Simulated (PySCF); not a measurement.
**Vertical excitation energies**

Nitrosyl chloride, ClNO.
Bonds: O1–N2 (double), N2–Cl3.

Computed, not measured: TDDFT wB97X-D/def2-SVPD, vertical, gas phase, core orbitals frozen in the response in PySCF. Isolated species at its PBE0-D3(BJ)/def2-SVP geometry, gas phase.

Question: What does the calculation give for the low-lying excited states?

Answer: 

```tsv
state	E (eV)	E (kJ/mol)	λ (nm)	f	|μ| (D)	symmetry	main configurations (H = HOMO, L = LUMO)
S1	2.71	261	458.3	0.0001	0.12	–	H→L (94%)
S2	3.88	374	319.7	0.0000	0.03	–	H-1→L (94%)
S3	4.13	398	300.4	0.0000	0.05	–	H-2→L (81%), H→L+1 (18%)
S4	4.94	476	251.1	0.0016	0.29	–	H-1→L+1 (88%), H→L+1 (11%)
S5	5.04	486	246.1	0.0002	0.11	–	H-2→L+1 (100%)
S6	6.73	649	184.3	0.501	4.43	A′	H→L+1 (63%), H-2→L (17%), H-1→L+1 (9%)
```

The lowest singlet comes at 458 nm (261 kJ/mol) in the visible; it is dark (f under 0.0005); its leading configuration is HOMO→LUMO (94%). The most intense listed level is S6 at 6.73 eV (184 nm, f = 0.501), 4.02 eV above S1. It is the last of those listed, so stronger ones may follow. Löwdin shares by element: HOMO chlorine 50%, nitrogen 26%, oxygen 23%; LUMO nitrogen 53%, oxygen 40%, chlorine 8%. The oscillator strengths of these states sum to 0.503; summed over the whole spectrum of an exact calculation they would give the number of electrons, 32 (Thomas–Reiche–Kuhn). Orbital energies (eV): HOMO-3 -17.54, HOMO-2 -11.18, HOMO-1 -11.04, HOMO -10.60, LUMO -2.00, LUMO+1 -0.60, LUMO+2 3.08. Of the 6 states listed, 1 reaches f = 0.01 and 4 stay under 0.0005. S1 lies in the visible range (380 to 750 nm), at 458 nm, dark in the vertical dipole picture (f under 0.0005); light of that wavelength is blue, and its complementary colour is yellow. Symmetry labels in Cs follow from the direction of the transition dipole and are given only for states with f of 0.002 or more. Only the lowest 6 singlets were computed, as vertical energies without vibronic structure.

Hardware: Arm Neoverse V2, one thread (shared host). Cost: 1.7 s of wall time, 0.31 GiB resident at most.
